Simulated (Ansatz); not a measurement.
# BHO (singlet): PBE0, B3LYP over a scan of the distance B1–O2, 6-31G

Aim: run BHO (singlet) with these functionals over a scan of the distance B1–O2, and hold them against the top wave-function level at the same points.

The runs use Ansatz 0.2.0, Gaussian basis; 6-31G, all electrons in the functionals.

To be run: PBE0, B3LYP, at 1.027 Å; 1.137 Å; 1.272 Å; 1.399 Å; 1.579 Å; 1.768 Å; 2.030 Å; 2.356 Å; 2.806 Å; 3.430 Å; 4.314 Å.

24 further runs of the same task are left out: 8 for a known fault of the program, 12 that didn't finish, 4 set aside as unsound or not needed.

**1. What is computed**

The geometry derives from a PBE0/def2-TZVP stationary point (not a proven minimum). One bond is set to the value named and the two fragments are kept rigid.

3 atoms, charge 0, spin multiplicity 1.

Atoms are counted from 1 here; the program's logs count them from 0.

Bond lengths: B1–O2 1.272 Å, O2–H3 0.952 Å. Angles: B1–O2–H3 180.0°.

No dispersion term is added. B3LYP takes the VWN-RPA correlation.

The geometry shown and the zero of energy belong to the point 1.272 Å. The yardstick, FCI, and other wave-function levels (R restricted, U unrestricted, valence and pair active spaces) come from earlier runs.

**2. PBE0, 1.027 Å**

File in.yaml:

```yaml
crystal:
  periodic: [false, false, false]
  atoms:
    - {symbol: B, position_ang: [0.000000, 0.000000, 1.002078]}
    - {symbol: O, position_ang: [0.000000, 0.000000, -0.024922]}
    - {symbol: H, position_ang: [0.000000, 0.000000, -0.977157]}
basis:
  gaussian: {orbitals: 6-31G}
hamiltonian: {xc: {name: PBE0}}
output: {orbitals: {seedname: orbitals}}
```

Launch:

```bash
ansatz run in.yaml --threads 1 --pin off --events-out ev --progress --plain --max-ram 2393MiB
```

Further steps of the session: PBE0, 1.137 Å; PBE0, 1.272 Å; PBE0, 1.399 Å; PBE0, 1.579 Å; PBE0, 1.768 Å; PBE0, 2.030 Å; PBE0, 2.356 Å; PBE0, 2.806 Å; PBE0, 3.430 Å; PBE0, 4.314 Å; B3LYP, 1.027 Å; B3LYP, 1.137 Å; B3LYP, 1.272 Å; B3LYP, 1.399 Å; B3LYP, 1.579 Å; B3LYP, 1.768 Å; B3LYP, 2.030 Å; B3LYP, 2.356 Å; B3LYP, 2.806 Å; B3LYP, 3.430 Å; B3LYP, 4.314 Å.

Q: Predict the results of all the runs planned. Wanted: span of the FCI curve; largest miss, PBE0; largest miss, B3LYP.

The runs gave:

| quantity | value |
| --- | --- |
| span of the FCI curve | 133.8 kcal/mol |
| largest miss, PBE0 | +14.7 kcal/mol (4.314 Å) |
| largest miss, B3LYP | +13.7 kcal/mol (4.314 Å) |

What this shows: Of the functionals, B3LYP keep the smallest largest miss at the points compared (at most 13.7 kcal/mol) and PBE0 strays most (14.7 kcal/mol, at 4.314 Å). PBE0, B3LYP clearly break the spin symmetry at some points (⟨S²⟩ up to 0.99 above the pure value), so energy there is bought with a mixed spin. Functionals and the yardstick converge differently with the basis, so part of each miss in 6-31G is the basis.
